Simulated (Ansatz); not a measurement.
**HBSi, singlet: the ladder up to full CI**

Geometry: a PBE0/def2-TZVP stationary point for this spin, not checked as a minimum. The triplet lies 0.6 eV lower here.

```xyz
3

Si    0.0000    0.0000    1.6588
B     0.0000    0.0000   -0.2364
H     0.0000    0.0000   -1.4224
```

Basis cc-pVDZ; Ansatz 0.2.0. Correlated methods freeze the noble-gas cores, which leaves 8 electrons in 31 orbitals. R marks a restricted (for open shells ROHF) determinant, U an unrestricted one. Active spaces: valence = (8e, 9o) chosen from the atoms' valence shells.

Full CI is exact within this basis and frozen core; it isn't the basis-set limit. The frozen core follows each run's orbitals, which can shift R against U totals by a few meV.

The determinant fills πx and πy unequally, so it is a mixture of Σ and Δ, which weighs on every level built on one determinant.

* UHF ⟨S²⟩: 1.013
* T1 diagnostic (RCCSD): 0.0169
* largest doubles amplitude (RCCSD): 0.158

```
      level  E − E(full CI) (kJ/mol)  share of correlation (%)    wall time
        RHF                    506.8                      0.00            –
       UHF†                    419.1                         –            –
       RMP2                    134.8                     73.41            –
      UMP2†                     79.7                         –            –
       CISD                     74.5                     85.29       0.63 s
      RCCSD                     37.1                     92.67            –
    UCCSD*†                     -9.5                         –            –
   RCCSD(T)                     17.6                     96.52       0.66 s
 UCCSD(T)*†                    -28.9                         –          4 s
    BCCD(T)                     17.7                     96.51       0.51 s
    RCCSDT*                      7.6                     98.51            –
   UCCSDT*†                    -48.1                         –            –
     CISDTQ                      9.6                     98.10  10 s (H100)
 RCCSDT(Q)*                      1.0                     99.79        1.8 s
UCCSDT(Q)*†                    -55.3                         –        9.5 s
   RCCSDTQ*                      0.4                     99.92   9 s (H100)
  UCCSDTQ*†                    -55.1                         –  36 s (H100)
```

An asterisk marks runs whose energy the program itself flagged as in doubt. A dagger marks rows that describe another state than the reference (another or a broken symmetry, a higher spin or other natural occupations), so the difference holds a gap between states beside the method's error.

The correlation energy at full CI, counted from RHF, is -5.253 eV. That run took 49 s on 2 threads of AMD EPYC 7R13 with a shared H100 80 GB, shared host over 247,513,357 determinants.

Run but not shown, since their state, orbitals or frozen core can't be matched to the reference's or they repeat it: CASSCF (valence space), NEVPT2 (valence space), MRCISD (valence space), MRCISD+Q (valence space).

Times hold each run's SCF and search for its determinant on a shared host, so for small cases they say little of a method's own cost; rows without a card ran on 1 thread of AMD EPYC 7R13. Some runs computed forces too.

Unrestricted levels hold only the spin's projection, and here they fall towards a lower state of higher spin.

The full-CI state has the irrep A1 of C2v, in the program's axes (one component, if the state is degenerate).

Natural occupations of full CI about the gap: 1.956 1.945 1.901 0.960 0.947 0.070 0.069 0.036 0.020 0.012; effectively unpaired electrons, Σ n²(2−n)², 2.09. No single determinant describes this state well, so single-reference rows can miss without a flag.
